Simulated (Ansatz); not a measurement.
ClF. The species carries charge 0 and has multiplicity 1.

```xyz
2

F     0.1458   -0.4577   -0.6520
Cl   -0.1458    0.4577    0.6520
```

What are the harmonic wavenumbers in cm⁻¹ at PBE0-D4/def2-TZVP (Ansatz, finite differences of forces, unscaled)? (Estimate.)

The calculation gave: 824.

Is this a minimum?

Yes, all 1 modes are real.

Give the ideal-gas thermochemistry at 298.15 K and 1 bar (rigid rotor, harmonic oscillator; point group C∞v, symmetry number 1).

Zero-point energy 4.9 kJ/mol; H(298) − E = 13.8 kJ/mol; entropy 217.6 J/(mol·K), of which translation 158.7, rotation 58.1, vibration 0.8; G(298) − E = -51.1 kJ/mol.
